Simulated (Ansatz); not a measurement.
The input, for Ansatz 0.2.0:

```yaml
crystal:
  periodic: [false, false, false]
  atoms:
    - {symbol: Ge, position_ang: [0.037001, 0.017833, 0.673218]}
    - {symbol: S, position_ang: [-0.045608, -0.074775, -1.544169]}
    - {symbol: H, position_ang: [-0.843760, 1.190730, 1.174562]}
    - {symbol: H, position_ang: [-0.536410, -1.338233, 1.143127]}
    - {symbol: H, position_ang: [0.164516, 1.241117, -1.711278]}
basis:
  gaussian: {orbitals: STO-3G}
magnetization: {spin_polarized: false, initial_magnetization: 1}
hamiltonian: {pseudopotentials: {relativity: scalar}}
correlation: {method: sc_nevpt2, electrons: all, active_space: {window: {electrons: 15, orbitals: 9}}}
output: {forces: true}
```

```sh
$ ansatz run in.yaml --threads 1 --pin off --events-out ev --progress --plain --max-ram 2393MiB
```

(1) Roughly how long does this take on 1 thread of Arm Neoverse V1, shared host, and how much host memory?

```
312 factors; integrals over basis functions are off by at most 2.4e-5 eV
mean field evaluation 1: about -67055.7970 eV, gradient 1.1e1 eV
mean field evaluation 2: about -67055.8127 eV, gradient 1.1e1 eV
mean field evaluation 4: about -67056.5871 eV, gradient 1.2e0 eV
mean field evaluation 8: about -67056.6004 eV, gradient 6.2e-3 eV
mean field -67056.60040126 eV, -2464.2846121501 hartree, gradient 5.1e-6 eV, S^2 0.750000; 0 other end points of the search recorded, 0 dependent functions left out
reference -67056.60040126 eV, -2464.2846121501 hartree; 26, 25 occupied and 4, 5 virtual orbitals, 312 factors
state -67057.18567172 eV, -2464.3061204429 hartree
state -67057.18567172 eV, -2464.3061204429 hartree; corrected -67058.04891291 eV, -2464.3378439714 hartree
state -67057.07797797 eV, -2464.3021627703 hartree
state -67057.07797797 eV, -2464.3021627703 hartree; corrected -67058.11987788 eV, -2464.3404518861 hartree
state -67057.07797797 eV, -2464.3021627703 hartree; corrected -67058.11987788 eV, -2464.3404518861 hartree
WARN: 2 active orbitals are nearly empty or full. The corrections depend on them more than the energy does, and are more stable in an active space without them
the calculation of the forces begins
WARN: the results are in doubt because another end's mean lies 0.108 eV lower, and its corrected mean 0.071 eV higher
WARN: the results are in doubt because close orbitals or states may skew the forces
Total energy: -67058.11987788 eV, -2464.3404518861 hartree
Relativity: scalar
Atom 0 at     0.037001     0.017833     0.673218 Å, force    -1.591534    -0.274198     0.847048 eV/Å
Atom 1 at    -0.045608    -0.074775    -1.544169 Å, force    -0.070671    -0.052097     0.367029 eV/Å
Atom 2 at    -0.843760     1.190730     1.174562 Å, force     1.034717    -1.631134    -0.743663 eV/Å
Atom 3 at    -0.536410    -1.338233     1.143127 Å, force     0.608954     1.816867    -0.503241 eV/Å
Atom 4 at     0.164516     1.241117    -1.711278 Å, force     0.018534     0.140562     0.032827 eV/Å
Dipole moment:     0.076160     0.189236     0.053178 e Å
In doubt: another end's mean lies 0.108 eV lower, and its corrected mean 0.071 eV higher
In doubt: close orbitals or states may skew the forces
```

Natural occupations: 2.0000 1.9999 1.9999 1.9993 1.9988 1.9911 1.9731 1.0070 0.0309.

Forces (eV/Å):
```
Ge  -1.592 -0.274  0.847
S   -0.071 -0.052  0.367
H    1.035 -1.631 -0.744
H    0.609  1.817 -0.503
H    0.019  0.141  0.033
```

## Answers

(1) 4.1 s wall and 0.21 GiB.
